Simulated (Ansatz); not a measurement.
Reaction (homolysis of the H–Si bond): `O[SiH2]O` → H• + `O[SiH]O`•

Computed with Ansatz on PBE0-D4/def2-TZVP structures; ΔE is electronic, products minus reactants. CBS: MP2 limit from def2 TZ/QZ plus the TZ coupled-cluster correction, frozen cores. This one scheme is used for every species, atoms too. DFT in def2-TZVPP. B3LYP here is the variant with VWN-RPA as its local correlation; programs differ in this. HSE06 is defined as in plane-wave codes. No spin–orbit coupling; open shells (•) take unrestricted orbitals. Each species was taken in one conformer, which may not be the lowest.

```tsv
level	ΔE (kJ/mol)	difference from CCSD(T)/CBS
LDA (SPW92)	426.4	3.2
revPBE-D4	385.5	-37.7
BLYP-D4	398.4	-24.8
r2SCAN-D4	396.8	-26.4
B97M-V	413.1	-10.1
PBE0-D4	396.8	-26.4
B3LYP-D4	409.9	-13.3
r2SCANh-D4	398.6	-24.6
r2SCAN0-D4	401.1	-22.1
HSE06-D4	396.8	-26.4
BHLYP-D4	415.8	-7.4
CAM-B3LYP-D4	414.1	-9.1
ωB97X-V	417.8	-5.4
ωB97M-V	421.7	-1.5
B2PLYP	411.2	-12.0
PBE-QIDH	407.2	-16.0
PBE	387.8	-35.4
revPBE	382.4	-40.8
BLYP	396.4	-26.8
r2SCAN	396.6	-26.6
PBE0	396.1	-27.1
B3LYP	408.6	-14.6
r2SCANh	398.3	-24.9
r2SCAN0	400.8	-22.4
HSE06	396.2	-27.0
BHLYP	415.0	-8.2
CAM-B3LYP	413.4	-9.8
LC-ωPBE	399.9	-23.3
HF/def2-SVP	343.2	-80.0
MP2/def2-SVP	397.0	-26.2
CCSD/def2-SVP	408.6	-14.6
CCSD(T)/def2-SVP	408.1	-15.1
HF/def2-TZVPP	338.8	-84.4
MP2/def2-TZVPP	407.1	-16.1
CCSD/def2-TZVPP	417.8	-5.4
CCSD(T)/def2-TZVPP	417.4	-5.8
SCS-MP2/def2-QZVPP	424.2	1.0
HF/CBS(def2)	337.8	-85.4
MP2/CBS(def2)	413.0	-10.2
CCSD/CBS(def2)	423.7	0.5
CCSD(T)/CBS	423.2	0
```

Largest T1 diagnostic among the species: 0.015.

From BLYP to BHLYP (50 % exact exchange), in def2-TZVPP and without D4, ΔE moves by +18.6 kJ/mol. At CCSD(T), def2-SVP lies −15.1 kJ/mol from the extrapolated value and def2-TZVPP −5.8 kJ/mol: correlation converges slowly with the basis, and small sets miss more of it in the bonded molecule than in its fragments. In def2-TZVPP, CCSD(T) changes the Hartree–Fock value by +78.5 kJ/mol (the triples alone add −0.5 kJ/mol) and MP2 by +68.3 kJ/mol; breaking electron pairs costs correlation energy, which Hartree–Fock lacks.
